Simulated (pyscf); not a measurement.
F–Si(F)(O–SiH₃)–O–SiH₃ + HO–SiH₃ + HF → F–Si(O–SiH₃)(O–SiH₃)–O–SiH₃ + HF + HF, a multi-bond step (singlet surface; F–Si, H–O, F–H broken, O–Si, F–H, F–H formed). PySCF, gas phase, ωB97X-D3(BJ)/def2-SVP geometries. Energies in kcal/mol from the separated reactants.

Small-basis levels: PySCF, no dispersion term, spherical d functions. 

Task: In single points B3LYP/LANL2DZ puts the saddle at -21.1 kcal/mol and the reaction energy at +2.5 kcal/mol. Should these be trusted to within a few kcal/mol? Compare with ωB97M-D3(BJ)/def2-TZVP.

Result: ωB97M-D3(BJ)/def2-TZVP gives ΔE‡ = 5.1 kcal/mol and ΔE = +5.3 kcal/mol. B3LYP/LANL2DZ lies 26.3 kcal/mol under it in the barrier and 2.7 kcal/mol under it in the reaction energy, so on this step it does not hold to within 3.0 kcal/mol. ωB97M-D3(BJ)/def2-TZVP has limits of its own. On the reactant side the descent ends in an adduct with a O–Si, O–Si contact, 5.5 kcal/mol under the separated species and 7.9 kcal/mol under the saddle at ωB97X-D3(BJ)/def2-TZVP. On the product side the descent ends in a bound adduct (not fully relaxed), 15.5 kcal/mol under the separated species and 15.0 kcal/mol under the saddle at ωB97X-D3(BJ)/def2-TZVP. What is counted as formed (O–Si) is already present as a longer contact in the reactant adduct; forming that adduct is a step of its own. At ωB97X-D3(BJ)/def2-TZVP the barrier from the zero used here is 2.5 kcal/mol. One saddle was located; it need not be the lowest between these sides.
